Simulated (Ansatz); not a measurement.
# NaH2− (singlet): from Hartree-Fock to the top rungs at distance Na1–H2 = 1.900 Å, aug-cc-pVTZ

How much of the correlation energy of NaH2− (singlet) does each wave-function method recover here?

Program: Ansatz 0.2.0, Gaussian basis. Level of theory: aug-cc-pVTZ, core rule «outside noble gas», up to 5 orbitals frozen. These are calculated values, not measurements.

Plan: UHF; CCSD(T) on RHF; BCCD(T) on RHF; CCSDT(Q) on RHF; Full CI.

27 further runs of the same task are left out: 11 for a known fault of the program, 1 for a mislabelled method, 7 that didn't finish, 8 set aside as unsound or not needed.

**1. The system**

The geometry derives from a PBE0/def2-TZVPD stationary point (not a proven minimum). One bond is set to the value named and the two fragments are kept rigid.

3 atoms, charge -1, spin multiplicity 1.

Atoms are counted from 1 here; the program's logs count them from 0.

Bond lengths: Na1–H2 1.900 Å, Na1–H3 2.066 Å. Angles: H2–Na1–H3 180.0°.

**2. UHF**

Contents of in.yaml:

```yaml
crystal:
  periodic: [false, false, false]
  atoms:
    - {symbol: Na, position_ang: [0.000000, 0.000000, -0.055253]}
    - {symbol: H, position_ang: [0.000000, 0.000000, -1.955253]}
    - {symbol: H, position_ang: [0.000000, 0.000000, 2.010507]}
basis:
  gaussian: {orbitals: aug-cc-pVTZ}
total_charge: -1
magnetization: {spin_polarized: true, initial_magnetization: 0}
hamiltonian: {xc: hf}
output: {orbitals: {seedname: orbitals}}
```

Command:

```
ansatz run in.yaml --threads 1 --pin off --events-out ev --progress --plain --max-ram 2393MiB
```

After this run come: CCSD(T) on RHF; BCCD(T) on RHF; CCSDT(Q) on RHF; Full CI.

Before running them: what should the planned runs give, taken together? Wanted: FCI below the RHF energy; RMP2 from FCI; RCCSD from FCI; RCCSD(T) from FCI; RCCSDT(Q) from FCI; T1 diagnostic; effectively unpaired electrons.

As calculated:

| quantity | value |
| --- | --- |
| FCI below the RHF energy | -2.0147 eV |
| RMP2 from FCI | +470.9 meV |
| RCCSD from FCI | +9.3 meV |
| RCCSD(T) from FCI | +3.1 meV |
| RCCSDT(Q) from FCI | +0.1 meV |
| levels within 1 kcal/mol (43 meV) | RCCSD, RCCSD(T), BCCD(T), RCCSDT, RCCSDT(Q) |
| T1 diagnostic | 0.010 |
| effectively unpaired electrons | 0.05 |

In words: RCCSD(T) lands +3.1 meV from the yardstick (0.2 % of the correlation energy). One determinant dominates. These misses are within one basis, not against nature.
